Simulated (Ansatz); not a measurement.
Zinc-blende BeTe was calculated with PBEsol-D3(BJ) (Ansatz, a quantum-chemistry and plane-wave program, plane waves, PAW).

Numerical settings: plane-wave cutoff 520 eV, 10×10×10 k mesh, Fermi–Dirac smearing 0.01 eV, scalar-relativistic PAW data made under PBE.

Response to compression and expansion:

```
V (Å³/atom)  P (GPa)  direct gap at Γ (eV)  smallest gap on the k mesh (eV)
-----------  -------  --------------------  -------------------------------
19.935          4.53                 3.510                            1.574
20.359          2.86                 3.534                            1.633
20.784          1.36                 3.555                            1.689
21.208         -0.01                 3.575                            1.742
21.632         -1.24                 3.594                            1.793
22.056         -2.36                 3.610                            1.841
22.480         -3.37                 3.625                            1.887
```

The fundamental gap (1.74 eV at the equilibrium volume, with added k points) lies elsewhere than Γ–Γ.

Spin–orbit coupling is not included; with these elements it can move the gap by several tenths of an eV or more.
